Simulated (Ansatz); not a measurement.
input.yaml (Ansatz)

```yaml
crystal:
  lattice:
    - [0.0, 1.9683987098, 1.9683987098]
    - [1.9683987098, 0.0, 1.9683987098]
    - [1.9683987098, 1.9683987098, 0.0]
  atoms:
    - { symbol: Ir, position: [0.0, 0.0, 0.0], spin: 1.0 }
hamiltonian:
  xc: blyp
  pseudopotentials:
    kind: paw
    azcp:
      Ir: "pseudopotentials/Ir.paw.azcp"
basis:
  ecutwfc: 420
  fft_grid_basis: typed
kpoints:
  mp_grid: { grid: [22, 22, 22], shift: [0, 0, 0] }
magnetization:
  spin_polarized: true
scf:
  occupations: { method: fermi_dirac, width: 0.05 }
```

Output

```
Engine: ansatz 0.2.0, aarch64-unknown-linux-gnu
Pseudopotentials: kind: paw
Pseudopotential: Ir, paw, valence charge 17, recommended cutoff 420 eV (normal) 
Functional definition: BLYP
  parameter beta = 0.0042
  parameter a = 0.04918
  parameter b = 0.132
  parameter c = 0.2533
  parameter d = 0.349
  exchange = b88_x(beta = beta)
  correlation = lyp_c(a = a, b = b, c = c, d = d)
Crystal: 1 atoms, lattice volume = 15.253 Å³
Basis set: ecut = 420 eV, 307 PW (Γ), exchange–correlation on 40×40×40 points (8 copies of the dense FFT grid, shifted against one another)
Bands: 13, of which v1, the nominal top of the filled ones, is band 9 counted from 1 (8 counted from 0)
Symmetry: 48 space group operations
Space group: Fm-3m (ITA 225), of the structure as read, at distance tolerance 2.5e-5 Å
Magnetic group: BNS 225.116 (UNI 1618), of the structure as read, at distance tolerance 2.5e-5 Å
k-points: 328 of 10648
Non-local potential: Ir, projectors of the file, l = 0: 3, l = 1: 2, l = 2: 2, l = 3: 1
PAW form: soft (Blöchl's): semilocal exchange-correlation on the pseudo side does not see the compensation charge
PAW frozen core: Ir, regenerated for the run's functional, and the local potential with it (the file was generated under x = pbe(κ = 0.804, μ = 0.2195149727645171), c = pbe(β = 0.06672455060314922))
PAW one-centre angular grid: Ir, 590 points (default); XC on 64 Gauss nodes
Initial density: superposition of atomic densities (chi_scale 0.1, normalization cell)
Starting moments: Σ|m| = 1 μB on 1 of 1 site
Initial wavefunctions: pseudopotential atomic-orbital guess
Functional: x = b88, c = lyp
iter 1 solved again at ethr=1.46e-3 eV; its pass at ethr=3.10e-3 eV (dr2=2.48e-1 eV) is discarded
SCF iter   1: F=—  HF=-11960.734911 eV  |F-HF|=—  |Δ(HF+E_count)|=         —  Δρ=6.04e-2 (↑6.04e-2 ↓3.52e-2)  dr2=2.49e-1  dr2_m=2.67e-1  M=0.078 μB ∫|m|=0.078 μB  β_m=0.30  ethr=1.46e-3  ⟨swp⟩=1.0  Hψ=56663  notcnv=0
Mixer restart at iter 1: flushing history
SCF iter   2: F=—  HF=-11960.658576 eV  |F-HF|=—  |Δ(HF+E_count)|=   7.63e-2  Δρ=4.16e-2 (↑4.16e-2 ↓2.61e-2)  dr2=9.85e-2  dr2_m=1.35e-1  M=0.065 μB ∫|m|=0.065 μB  β_m=0.63  ethr=1.46e-3  ⟨swp⟩=1.8  Hψ=9863  notcnv=0
SCF iter   3: F=—  HF=-11960.714415 eV  |F-HF|=—  |Δ(HF+E_count)|=   5.58e-2  Δρ=3.84e-3 (↑3.41e-3 ↓3.84e-3)  dr2=2.25e-4  dr2_m=1.58e-3  M=0.011 μB ∫|m|=0.011 μB  β_m=0.73  ethr=5.79e-4  ⟨swp⟩=2.6  Hψ=14422  notcnv=0
SCF iter   4: F=—  HF=-11960.723425 eV  |F-HF|=—  |Δ(HF+E_count)|=   9.01e-3  Δρ=4.60e-4 (↑3.14e-4 ↓4.60e-4)  dr2=5.29e-5  dr2_m=2.19e-6  M=0.000 μB ∫|m|=0.001 μB  β_m=0.86  ethr=1.32e-6  ⟨swp⟩=2.0  Hψ=14747  notcnv=0
SCF iter   5: F=—  HF=-11960.723554 eV  |F-HF|=—  |Δ(HF+E_count)|=   1.29e-4  Δρ=7.74e-5 (↑5.11e-5 ↓7.74e-5)  dr2=2.49e-6  dr2_m=5.10e-8  M=0.000 μB ∫|m|=0.000 μB  β_m=0.92  ethr=3.11e-7  ⟨swp⟩=2.1  Hψ=11372  notcnv=0
SCF iter   6: F=—  HF=-11960.723555 eV  |F-HF|=—  |Δ(HF+E_count)|=   9.32e-7  Δρ=2.23e-5 (↑2.08e-5 ↓2.23e-5)  dr2=2.60e-7  dr2_m=1.24e-9  M=-0.000 μB ∫|m|=0.000 μB  β_m=0.83  ethr=1.47e-8  ⟨swp⟩=2.2  Hψ=13113  notcnv=0
SCF iter   7: F=—  HF=-11960.723555 eV  |F-HF|=—  |Δ(HF+E_count)|=   1.03e-7  Δρ=3.69e-6 (↑3.69e-6 ↓1.81e-6)  dr2=3.10e-9  dr2_m=2.81e-10  M=0.000 μB ∫|m|=0.000 μB  β_m=0.92  ethr=1.53e-9  ⟨swp⟩=2.2  Hψ=11924  notcnv=0
SCF iter   8: F=—  HF=-11960.723555 eV  |F-HF|=—  |Δ(HF+E_count)|=   1.76e-9  Δρ=7.90e-7 (↑7.90e-7 ↓2.56e-7)  dr2=1.14e-10  dr2_m=1.92e-11  M=0.000 μB ∫|m|=0.000 μB  β_m=0.96  ethr=1.82e-11  ⟨swp⟩=2.2  Hψ=12991  notcnv=0
SCF iter   9: F=-11960.723555 eV  HF=-11960.723555 eV  |F-HF|=1.82e-12  |Δ(HF+E_count)|=  7.28e-11  Δρ=3.27e-8 (↑3.27e-8 ↓3.05e-8)  dr2=3.85e-13  dr2_m=4.17e-14  M=-0.000 μB ∫|m|=0.000 μB  ethr=1.00e-12  ⟨swp⟩=1.0  Hψ=23435  notcnv=0
SCF 1 converged in 9 iterations: F = -11960.723555 eV  dr2 = 3.85e-13
WARN: the starting moments were not kept: the SCF closed with an absolute magnetisation of 1.5e-7 μB, where they sum to 1 μB in size (1 site). That is at most 0.1 of that sum. Measured as dr2_m measures the in/out step, that magnetisation stands 1.0e-14 eV from none, at or under the dr2_threshold of 1.0e-7 eV: it is no larger than a step whose dr2_m would equal this threshold. The system may hold no moment; this SCF shows only that its start led to no more than that. To try another start: raise the starting moments (crystal.atoms[].spin, magnetization.per_species, magnetization.initial_magnetization, or on a non-collinear deck that types none of these the spinor_matrix: blocks that start its atoms; where the total moment is fixed, keep their sum and leave initial_magnetization as it is; typed ones take the place of any that the run laid by itself, positive ones on a crystal's lanthanoids without a Hubbard term where scf.initial_density.shell_occupations: [] is typed) or, if the notice of its spin-set hold's release reads "site moments contracting" or "site moments show no strong build", lengthen the hold (scf.mixing.spin_hold: { on: { confirm: 4 } }; for m-r²SCAN on two components see the key's manual first). Each may lead to a state that holds a moment. A second SCF, from the converged charge density, with the starting moments and any scf.initial_density.shell_occupations laid on it anew, would have followed, and was not run: the deck does not ask for one (magnetization.retry_lost_moments is false, the default). To let it run, set magnetization.retry_lost_moments: true and run the deck again, where that key's refused combinations let it; where memory then withholds it, that run's warning says so.
SCF converged after 9 iterations
Magnetization: -0.0000 μB (8.5000 up, 8.5000 down)
Absolute magnetization: 0.0000 μB (∫|ρ↑−ρ↓|, with the PAW one-centre terms)
Spin contamination: 0.0000 ħ² per cell (⟨S²⟩ above its minimum at these occupations)
Per-site moments (μB) at R_I (Å): [(-1.4157559978603516e-7, 1.1482911625172056)]
Free energy (F): -11960.723555 eV
Harris-Foulkes:  -11960.723555 eV  (|F-HF|=1.82e-12)
Internal energy: -11960.713316 eV  (E = F + TS)
E sigma→0 (E₀):  -11960.718435 eV
Entropy (-TS):   -0.010239 eV (-10.239 meV/atom)
Fermi energy:    23.943404 eV
--- Per-component energies (eV) ---
  E_band       = -107.419366
  E_kinetic    = 621.953908
  E_local      = -1153.381696  (includes V_loc(G=0)·N_el)
  E_nonlocal   = 71.782448
  E_hartree    = 438.276949
  E_xc         = -263.335791
  E_vxc        = -293.722179  (∫ρ·V_xc dr)
  E_paw        = -9252.883472  (= ΣΔE_a)
  E_vpaw       = -230.605811  (= ΣTr[D̂ρ^β])
  E_aug_tail   = 0.000040  (compensation charges beyond the density's cutoff)
  E_ewald      = -2423.275854
  E_core_change = 0.150151  (= ΣΔE_core)
  E_smearing   = -0.010239  (= −TS)
  E_closure    = 0.000000  (closes the sum)
  Σ components = -11960.723555   (vs F -11960.723555, Δ=0.00e0)
```
